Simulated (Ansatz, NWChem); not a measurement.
Worked example: C4H10O → C3H7 + CH3O

Species: C4H10O `CC(C)CO`, singlet; C3H7 (methylethyl) `C[CH]C`, doublet; CH3O (hydroxymethyl radical) `[CH2]O`, doublet. 

Shapes, held fixed at every level: PBE0-D4/def2-TZVP. Flexible molecules stand in one conformer, not always the lowest. Programs: Ansatz 0.2.0, NWChem 7.3.0. A level may come from different programs for different species; with the same settings they agree closely. Electronic energies: no zero-point or thermal term.

At CCSD(T)/CBS estimate; 1 Eh = 2625.50 kJ/mol:

```
species  energy (Eh)
 C4H10O  -233.406904
   C3H7  -118.310197
   CH3O  -114.951340
```

Task: Work out ΔE of the reaction at this level.

Result: 
1. Products less reactants: (-118.310197) + (-114.951340) − [(-233.406904)] = 0.145367 Eh = +381.7 kJ/mol.

Other levels give +250.0 (HF/def2-TZVPP) to +397.7 kJ/mol (MP2/def2-TZVPP). No measured value is set beside it here. Open shells run unrestricted unless RO is named. The CBS estimate extrapolates MP2 from def2-TZVPP and def2-QZVPP and adds CCSD(T) − MP2 in the triple-zeta set, cores frozen.
